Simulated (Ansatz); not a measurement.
**CH6B− ([BMeH3]-): the energy, rung by rung**

CH6B−: 8 atoms, total charge -1, spin state singlet. As SMILES, `[H][B-]([H])([H])C`. Geometry: relaxed at GFN2-xTB.

```csv
atom,x (Å),y (Å),z (Å)
B,-0.0021,0.0030,-0.8203
C,0.0022,-0.0029,0.8288
H,-1.0102,0.0419,1.2453
H,0.5502,0.8499,1.2449
H,0.4697,-0.9054,1.2389
H,1.1515,-0.0352,-1.2491
H,-0.5462,1.0242,-1.2403
H,-0.6150,-0.9757,-1.2483
```

Quantity: the energy change with the C2–H4 bond stretched from 1.096 to 2.739 Å, in eV. The values are calculated.

```
                        level                    kind  program  value (eV)  less FCI/STO-3G  CPU time (all runs)
       HF/STO-3G (restricted)            Hartree–Fock   Ansatz        9.39            +4.03               0.14 s
    SVWN5/STO-3G (restricted)                     LDA   Ansatz        6.73            +1.37                1.3 s
     BLYP/STO-3G (restricted)                     GGA   Ansatz        6.10            +0.74                  2 s
  r2SCAN0/STO-3G (restricted)         hybrid meta-GGA   Ansatz        7.58            +2.22                4.3 s
CAM-B3LYP/STO-3G (restricted)  range-separated hybrid   Ansatz        7.61            +2.25                2.3 s
   B2PLYP/STO-3G (restricted)           double hybrid   Ansatz        6.84            +1.48                2.7 s
  BCCD(T)/STO-3G (restricted)   coupled cluster or CI   Ansatz        5.34            -0.02               0.28 s
 CCSDT(Q)/STO-3G (restricted)   coupled cluster or CI   Ansatz        5.37            +0.01               0.61 s
                   FCI/STO-3G      exact in the basis   Ansatz        5.36             0.00              1.9 min
```

FCI/STO-3G is exact within its basis and frozen core, so for wave-function methods in that basis the difference is their error; functionals converge differently with the basis, so for them it is only a difference. Spin-restricted single references rise too steeply as a bond breaks, Hartree–Fock most of all. Perturbation and coupled-cluster corrections on them can overshoot downwards. Sets without diffuse functions describe the anion poorly. The first shape isn't each level's own minimum. The values span 5.34 to 9.39 eV. All rows use very small basis sets, so even the best lies far from the true value. Times are those of the runs behind each value, whatever else they computed, on shared processors of several kinds: orders of magnitude only.
